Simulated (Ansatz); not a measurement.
# SiPHCl+ (quintet): from Hartree-Fock to the top rungs, cc-pVTZ

The task here is to estimate one member of a computed series from the others.

Computed with Ansatz 0.2.0, Gaussian basis. Level: cc-pVTZ, core rule «outside noble gas», up to 15 orbitals frozen.

The runs, in order: UHF; CCSD(T) on ROHF; CCSD(T) on UHF; BCCD(T) on ROHF; CCSDT(Q) on ROHF; CCSDT(Q) on UHF.

5 further runs of the same task are left out: 5 set aside as unsound or not needed. Runs told in other sessions of the task aren't counted.

**What is computed**

The geometry is a PBE0/def2-TZVP stationary point (not a proven minimum) of the parent state, kept for this charge and spin.

4 atoms, charge 1, spin multiplicity 5.

Atoms are counted from 1 here; the program's logs count them from 0.

Bond lengths: Cl1–Si2 2.068 Å, Si2–P3 2.282 Å, P3–H4 1.429 Å. Angles: Cl1–Si2–P3 112.5°, Si2–P3–H4 96.7°.

Set-up of the first run:

in.yaml reads:

```yaml
crystal:
  periodic: [false, false, false]
  atoms:
    - {symbol: Cl, position_ang: [0.017539, -0.372733, 1.703409]}
    - {symbol: Si, position_ang: [0.019119, 0.850411, 0.036379]}
    - {symbol: P, position_ang: [-0.080618, -0.331858, -1.912861]}
    - {symbol: H, position_ang: [1.327734, -0.387755, -2.147109]}
basis:
  gaussian: {orbitals: cc-pVTZ}
total_charge: 1
magnetization: {spin_polarized: true, initial_magnetization: 4}
hamiltonian: {xc: hf}
output: {orbitals: {seedname: orbitals}}
```

Run with:

```bash
> ansatz run in.yaml --threads 1 --pin off --events-out ev --progress --plain --max-ram 4096MiB --backend cpu
```

Steps of the session up to this table: UHF; CCSD(T) on ROHF; CCSD(T) on UHF; BCCD(T) on ROHF; CCSDT(Q) on ROHF; CCSDT(Q) on UHF.

One table of the session follows, with a row left open; its other results are not shown here.

```
   method  from RCCSDT(Q) (meV)
     ROHF              +11415.9
      UHF              +11273.6
     RMP2               +1811.4
     UMP2               +1815.6
    RCCSD                +602.7
    UCCSD                +595.6
 RCCSD(T)                 +89.3
 UCCSD(T)                     ?
  BCCD(T)                 +86.4
   RCCSDT                 +28.8
   UCCSDT                 +25.4
RCCSDT(Q)                     0
UCCSDT(Q)                  -7.2
```

Q: Estimate the row for UCCSD(T) from the others.

The run gave: from RCCSDT(Q) (meV): +87.1. In the column «from RCCSDT(Q) (meV)» it lies between BCCD(T) (+86.4) and RCCSD(T) (+89.3).

Limits of these values: Restricted and unrestricted rows rest on different reference determinants; a gap between their highest levels can come from leftover correlation error, from unlike frozen cores or from another state.
